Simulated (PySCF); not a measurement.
Bonding in `C#C[C@H]([S-])C#N`

C₄H₂NS (charge -1).
Atom-mapped SMILES: `[CH:1]#[C:2][C@H:3]([S-:4])[C:5]#[N:6]` (hydrogens: H7 on C1; H8 on C3)

Bond orders from the PBE0/pcSseg-1 density (PySCF). Geometry: GFN2-xTB; no solvent, vibrations or thermal averaging. The pcSseg-1 basis has no diffuse functions, a weakness for an anion.

Question: Where do the orders between heavy atoms depart from those drawn in the SMILES?

Answer: The largest departure is 0.443, at C1–C2 (drawn triple, 2.557). Drawn single, order above 1.12: C3–S4 (1.129). Drawn double or triple, more than 0.30 short of the drawn order: C1–C2 (2.557). The SMILES, with its formal charges, is one Lewis structure only.

Question: Give the Mayer order of every bond between heavy atoms, beside its length.

Answer: 
```json
{"bond": "C1–C2", "drawn as": "triple", "length (Å)": "1.199", "Mayer order": "2.557"}
{"bond": "C2–C3", "drawn as": "single", "length (Å)": "1.444", "Mayer order": "0.916"}
{"bond": "C3–S4", "drawn as": "single", "length (Å)": "1.847", "Mayer order": "1.129"}
{"bond": "C3–C5", "drawn as": "single", "length (Å)": "1.433", "Mayer order": "0.972"}
{"bond": "C5–N6", "drawn as": "triple", "length (Å)": "1.151", "Mayer order": "3.047"}
```

By pair of heavy elements: C–C: lowest C2–C3 (0.916, 1.444 Å), highest C1–C2 (2.557, 1.199 Å).

Question: And the bonds to hydrogen?

Answer: C–H: 0.91 to 1.14 (2 bonds).

Question: Sum the orders of all bonds at each heavy atom with more than one neighbour and set the sums beside the valence in the SMILES.

Answer: C1 3.694 (drawn 4), C2 3.473 (drawn 4), C3 3.930 (drawn 4), C5 4.019 (drawn 4). Orders between atoms that aren't bonded are not in these sums.

The Mayer order sums products of elements of PS (density times overlap matrix) between the two atoms' basis functions, so it depends on the basis set.

The run behind these numbers computed NMR shieldings as well. Hardware: an Arm Neoverse V1 with one thread, shared host with 32 logical CPUs at a one-minute load of 20. Cost: 8.5 s wall, 0.51 GiB resident at most.
